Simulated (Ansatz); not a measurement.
Relaxation of C$_{2}$H$_{7}$NO (11 atoms, charge 0, multiplicity 1), to a largest force component of 0.015 eV/Å in at most 40 steps.

Theory: RKS PBE0/6-31G* (Ansatz 0.2.0).

```xyz
11
Properties=species:S:1:pos:R:3
N -0.787 1.486 -0.195
C -0.571 0.206 0.380
C 0.495 -0.600 -0.379
O 0.804 -1.849 0.280
H 0.033 2.099 -0.143
H -1.504 1.982 0.346
H -0.187 0.339 1.442
H -1.444 -0.414 0.468
H 1.412 -0.025 -0.473
H 0.125 -0.837 -1.416
H 1.450 -2.359 -0.302
```

Q: Where does it end, and by what steps?

A: The forces met the threshold. After 6 steps the energy has fallen by 0.276 eV; H6 moved furthest, 0.14 Å.

```
step  energy less start (eV)  largest force component (eV/Å)  accepted
   0                  0.0000                           2.452       yes
   1                 -0.2467                           0.764       yes
   2                 -0.2724                           0.272       yes
   3                 -0.2752                           0.073       yes
   4                 -0.2759                           0.022       yes
   5                 -0.2761                           0.015       yes
   6                 -0.2761                           0.011       yes
```

```xyz
11
Properties=species:S:1:pos:R:3
N -0.770 1.463 -0.218
C -0.496 0.187 0.429
C 0.510 -0.597 -0.392
O 0.765 -1.810 0.284
H 0.025 2.086 -0.097
H -1.555 1.919 0.236
H -0.119 0.259 1.464
H -1.427 -0.391 0.470
H 1.431 0.001 -0.509
H 0.096 -0.758 -1.399
H 1.365 -2.333 -0.260
```

Whether the end is a true minimum wasn't checked by a vibrational analysis.

Run time: 18 s on 1 thread of Intel(R) Xeon(R) Platinum 8488C (Sapphire Rapids) (shared host), peak memory 0.16 GiB.
